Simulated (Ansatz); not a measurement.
Relaxation of AlFH4 (6 atoms, charge 0, multiplicity 1), to a largest force component of 0.03 eV/Å in at most 50 steps.

All numbers below come from RKS r2SCAN-D4/def2-SVP (Ansatz).

```xyz
6
Properties=species:S:1:pos:R:3
Al -0.002 0.233 0.002
F 0.001 0.355 1.681
H 1.404 0.245 -0.716
H -1.411 0.182 -0.707
H 0.080 -2.347 0.970
H 0.064 -1.750 1.372
```

Q: Where does it end, and by what steps?

A: The run converged. After 6 steps the energy has fallen by 0.115 eV; H5 moved furthest, 0.42 Å.

```csv
step,energy less start (eV),largest force component (eV/Å),accepted
0,0.0000,1.380,yes
1,-0.0536,0.641,yes
2,-0.0834,0.609,yes
3,-0.0919,0.398,yes
4,-0.1073,0.475,yes
5,-0.1131,0.398,yes
6,-0.1155,0.028,yes
```

```xyz
6
Properties=species:S:1:pos:R:3
Al 0.004 0.127 0.121
F -0.003 0.612 1.726
H 1.404 0.047 -0.608
H -1.396 -0.027 -0.597
H 0.068 -2.093 0.639
H 0.059 -1.749 1.321
```

Whether the end is a true minimum wasn't checked by a vibrational analysis.

Run time: 9.3 s on 1 thread of Intel(R) Xeon(R) Platinum 8488C (Sapphire Rapids), on a shared host, peak memory 0.14 GiB.
